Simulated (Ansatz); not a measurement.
A run for Ansatz (a program for electronic structure): R-CCSD(T)/aug-cc-pV(T+d)Z on F_anion (SMILES [F-]). Charge -1. Files ending in .json are basis or fitting sets from the Basis Set Exchange.

Ansatz 0.2 input:
```yaml
crystal:
  periodic: [false, false, false]
  atoms:
    - {symbol: F, position_ang: [0.00000000, 0.00000000, 0.00000000]}
basis:
  gaussian:
    orbitals: aug-cc-pV_T+d_Z.json
total_charge: -1
magnetization: {spin_polarized: false}
correlation: {method: ccsd_t, electrons: outside_noble_gas}
scf: {lower_state_search: off}
```

The head of its log:

```
WARN ansatz: RAYON_NUM_THREADS=1 ignored (pool sized by the plan → 1); use --threads N
Functional definition: HF
these checks for a lower state are left out or cut short: stability, starts, cluster_reference, orbital_swaps, neighbouring_geometries, increment
integrals: 0.01 GiB planned
288 factors; integrals over basis functions are off by at most 1.9e-4 eV
mean field: 0.05 GiB planned
mean field evaluation 1: about -2703.6578 eV, gradient 4.3e1 eV
mean field evaluation 2: about -2703.6566 eV, gradient 4.3e1 eV
mean field evaluation 4: about -2706.1873 eV, gradient 2.4e0 eV
mean field evaluation 8: about -2706.1943 eV, gradient 2.1e-4 eV
mean field -2706.19432242 eV, -99.4508070245 hartree, gradient 1.4e-6 eV, S^2 0.000000; 0 other end points of the search recorded, 0 dependent functions left out
1 core orbitals not correlated
reference -2706.19432242 eV, -99.4508070245 hartree; 4, 4 occupied and 41, 41 virtual orbitals, 288 factors
```

Task: What total energy does the run end on?

Result: -99.7495 hartree (reference determinant -99.4508, T1 diagnostic 0.021).
